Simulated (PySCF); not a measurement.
Species: C₃H₅N₃.
Cartesian coordinates in Å at the PBE0-D3(BJ)/def2-TZVP level; atoms count from 1:
```xyz
11
C3H5N3 angstrom
C     -1.4713   -0.3642    0.5680
N     -0.1571   -0.0762    0.0617
C      0.4116    1.1089   -0.2017
N      1.6344    0.9400   -0.6550
C      1.7638   -0.4058   -0.6473
N      0.7042   -1.0635   -0.2211
H     -1.3980   -0.9025    1.5133
H     -1.9990    0.5754    0.7259
H     -2.0224   -0.9739   -0.1484
H     -0.0943    2.0509   -0.0503
H      2.6596   -0.9190   -0.9626
```

The closed-shell ground state was solved at several levels (PySCF, density fitting, gas phase, non-relativistic). Isolated species at its PBE0-D3(BJ)/def2-TZVP geometry, gas phase.

```
           level  basis functions  HOMO (eV)  LUMO (eV)  gap (eV)  dipole (D)
wB97X-D/pcSseg-2              286      -9.55       1.84     11.39        3.42
    KT3/pcSseg-2              286      -6.55      -0.91      5.64        3.24
  B97-2/pcSseg-2              286      -7.44      -0.02      7.42        3.36
```

(1) What might PBE0/pcSseg-2 (286 basis functions) give for the same quantities?

(2) Over all these levels, which gives the widest orbital gap and which the narrowest?

(3) In the pcSseg-2 basis, how does the gap go with the fixed share of exact exchange?

(4) How far do the dipole and the HOMO energy spread over the levels?

Answers

(1) HOMO -7.71 eV, LUMO 0.03 eV, gap 7.74 eV, dipole 3.39 D.

(2) wB97X-D/pcSseg-2 (range-separated hybrid) has the widest, 11.39 eV, and KT3/pcSseg-2 (GGA) the narrowest, 5.64 eV. From the narrowest to the widest the HOMO moves by -3.00 eV and the LUMO by +2.75 eV.

(3) KT3 (0 %) 5.64 eV; B97-2 (21 %) 7.42 eV; PBE0 (25 %) 7.74 eV. Each rise in the share widens the gap here.

(4) The dipole runs from 3.24 to 3.42 D (mean 3.35 D) and the HOMO from -9.55 to -6.55 eV.
